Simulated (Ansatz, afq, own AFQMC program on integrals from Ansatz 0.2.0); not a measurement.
**BO, doublet → BO⁺, singlet**

```csv
atom,x (Å),y (Å),z (Å)
B,0.0000,0.0000,0.0000
O,0.0000,0.0000,1.2006
```

E(singlet, charge +1) − E(doublet, charge +0) at this geometry, on ROHF and UHF determinants.

Basis 6-31G. Only valence electrons are correlated. Integrals, coupled cluster, full CI and functionals: Ansatz 0.2.0; the random walks run on the same integrals in our own AFQMC program. The CISD trial takes its coefficients from CCSD amplitudes. Released means that phaseless walkers are propagated on without the constraint, phases kept. ± is one standard error of the sampling. The errors of all members are added in quadrature.

Full CI is exact in this basis; where marked, its frozen core comes from its own orbitals, which moves totals by up to a few meV.

Errors are counted within 6-31G, not against nature.

Cautions: BO (doublet): a spin-contaminated unrestricted determinant lies lower (UHF 143 meV lower, ⟨S²⟩ 0.84), full CI with its own frozen core; BO⁺ (singlet): higher spins were not checked, an unrestricted solution with more broken spin lies lower, while this determinant keeps restricted orbitals, strong correlation (T1 0.062, weight of the determinant 0.86, largest double 0.10), full CI with its own frozen core, its ph-AFQMC/CISD value lies 70 ± 22 meV above full CI.

Reference (full CI): 290.9 kcal/mol.

```tsv
level	vertical ionization energy (kcal/mol)	error against FCI (kcal/mol)
HF	306.3	15.4
MP2	287.8	-3.1
CCSD	294.2	3.3
CCSD(T)	291.5	0.5
CCSDT	290.7	-0.3
CCSDT(Q)	290.0	-1.0
CCSDTQ	290.7	-0.2
ph-AFQMC/CISD	292.0 ± 0.6	1.1 ± 0.6
released AFQMC	290.7 ± 0.6	-0.3 ± 0.6
```

Correlation beyond CCSD(T) takes off 0.5 kcal/mol. The perturbative (T) step is worth −2.8 kcal/mol. Where the cautions show a poor determinant, the low rows tell how each method copes with it, not its usual error.

CCSDT and higher add their correlation energy to the determinant of the CCSD(T) run, since their own runs factorise the integrals more tightly (a shift of under 2 meV). A walk keeps the symmetry of its determinant, which the program's search chose and which needn't be the lowest solution, so a lower state of the same spin and another symmetry isn't excluded. Released energies are given only where the last usable release times agree within the noise; a slower fall can still hide under it.
